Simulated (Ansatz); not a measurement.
# Strength of the O–Si bond: SiH2(OH)(SiH3) → SiH3(SiH2) + OH

Species: SiH2(OH)(SiH3) (disilanol), singlet; SiH3(SiH2), doublet; OH, doublet. 

Shapes, held fixed at every level: PBE0-D4/def2-TZVP. Flexible molecules stand in one conformer, not always the lowest. Programs: Ansatz 0.2.0. The zero-point and thermal change to 298 K, harmonic and unscaled (PBE0-D4/def2-TZVP), is -14.6 kJ/mol.

Task: Estimate ΔH(298 K) of this reaction.

Result: The highest level, CCSD(T)/CBS estimate, gives ΔH(298 K) = +501.3 kJ/mol; the levels span +463.4 to +516.0. The column of differences is taken from that level and isn't an error. No measured value is set beside it here. Open shells run unrestricted unless RO is named. The CBS estimate extrapolates MP2 from def2-TZVPP and def2-QZVPP and adds CCSD(T) − MP2 in the triple-zeta set, cores frozen. Times are processor times on shared x86 and Arm servers, and rough.

| level | kind | ΔH(298 K) (kJ/mol) | less CCSD(T)/CBS estimate | CPU time (sum over the molecules) |
| --- | --- | --- | --- | --- |
| BHLYP-D4/def2-TZVPP | global hybrid | +465.4 | -35.9 | 14 s |
| r2SCAN0-D4/def2-TZVPP | global hybrid | +463.4 | -37.9 | 25 s |
| wB97M-V/def2-TZVPP | range-separated hybrid | +498.0 | -3.3 | 51 s |
| B2PLYP/def2-TZVPP | double hybrid | +486.4 | -14.9 | 21 s |
| MP2/def2-SVP | perturbation theory | +477.7 | -23.6 | – |
| MP2/def2-TZVPP | perturbation theory | +516.0 | +14.7 | – |
| CCSD(T)/CBS estimate | coupled cluster or CI | +501.3 | 0.0 | 3.4 min |
